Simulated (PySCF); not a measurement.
dimethyl ether (C2H6O), SMILES COC.

Geometry: PBE0-D3(BJ)/def2-TZVP.

Level of theory: PBE/def2-TZVPD (PySCF).

Symmetry labels are those of the subgroup C2v that the program uses (full group C2v).

Computed valence orbital energies around the gap with their symmetry:
| orbital | symmetry | energy (eV) |
|---|---|---|
| HOMO−7 | A1 | -15.65 |
| HOMO−6 | B1 | -11.87 |
| HOMO−5 | A1 | -11.59 |
| HOMO−4 | B2 | -11.51 |
| HOMO−3 | A2 | -9.53 |
| HOMO−2 | B1 | -9.09 |
| HOMO−1 | A1 | -7.62 |
| HOMO | B2 | -5.89 |
| LUMO | A1 | -0.20 |
| LUMO+1 | B1 | 0.53 |
| LUMO+2 | A1 | 0.83 |
| LUMO+3 | B2 | 1.17 |
